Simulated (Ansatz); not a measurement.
# CH2Al (quartet): from Hartree-Fock to the top rungs, def2-TZVPP

An exercise on one series of results from a longer session: the logs are not shown, and one member is left open.

Computed with Ansatz 0.2.0, Gaussian basis. Level: def2-TZVPP, core rule «outside noble gas», up to 6 orbitals frozen.

The runs, in order: UHF; ROHF; CCSD(T) on UHF.

### The system

The geometry is a PBE0/def2-TZVP stationary point (not a proven minimum).

4 atoms, charge 0, spin multiplicity 4.

Atoms are counted from 1 here; the program's logs count them from 0.

Bond lengths: Al1–C2 1.925 Å, Al1–H3 1.580 Å, Al1–H4 1.580 Å. Angles: C2–Al1–H3 117.7°, C2–Al1–H4 117.7°, H3–Al1–H4 124.6°.

The first run:

File in.yaml:

```yaml
crystal:
  periodic: [false, false, false]
  atoms:
    - {symbol: Al, position_ang: [0.000000, 0.000000, 0.527635]}
    - {symbol: C, position_ang: [0.000000, 0.000000, -1.397228]}
    - {symbol: H, position_ang: [0.000000, 1.398998, 1.262610]}
    - {symbol: H, position_ang: [0.000000, -1.398998, 1.262610]}
basis:
  gaussian: {orbitals: def2-TZVPP}
magnetization: {spin_polarized: true, initial_magnetization: 3}
hamiltonian: {xc: hf}
output: {orbitals: {seedname: orbitals}}
```

Launch:

```sh
$ ansatz run in.yaml --threads 1 --pin off --events-out ev --progress --plain --max-ram 4096MiB --backend cpu
```

Steps of the session up to this table: UHF; ROHF; CCSD(T) on UHF.

One table of the session follows, with a row left open; its other results are not shown here.

| method | from UCCSD(T) (meV) |
| --- | --- |
| ROHF | +5252.0 |
| UHF | +5206.0 |
| UMP2 | +1031.0 |
| UCCSD | ? |
| UCCSD(T) | 0 |

**Question.** Estimate the row for UCCSD.

As computed: from UCCSD(T) (meV): +143.8. In the column «from UCCSD(T) (meV)» it lies between UCCSD(T) (0) and UMP2 (+1031.0).

With the free atoms at the same levels and basis (separate runs), the atomisation energy is 8.550 eV at UCCSD(T), 7.362 eV at ROHF.
